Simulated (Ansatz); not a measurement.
Relaxation of C2HN (4 atoms, charge 0, multiplicity 1), to a largest force component of 0.02 eV/Å in at most 50 steps.

Computed with RKS PBE0-D4/def2-SVP (Ansatz).

```xyz
4
Properties=species:S:1:pos:R:3
C -0.294 -0.525 0.915
C 1.036 -0.124 0.337
N -0.135 0.120 -0.231
H 1.995 0.169 -0.089
```

Problem. Where does it end, and by what steps?

Solution. The run converged. After 7 steps the energy has fallen by 0.342 eV; C1 moved furthest, 0.14 Å.

```csv
step,energy less start (eV),largest force component (eV/Å),accepted
0,0.0000,3.182,yes
1,-0.1575,2.084,yes
2,-0.3133,1.490,yes
3,-0.3353,0.440,yes
4,-0.3345,0.444,no
5,-0.3410,0.068,yes
6,-0.3419,0.044,yes
7,-0.3420,0.009,yes
```

```xyz
4
Properties=species:S:1:pos:R:3
C -0.163 -0.534 0.947
C 0.959 -0.079 0.247
N -0.202 0.140 -0.274
H 2.008 0.113 0.014
```

The run took 3.9 s on 1 CPU thread of a shared host.
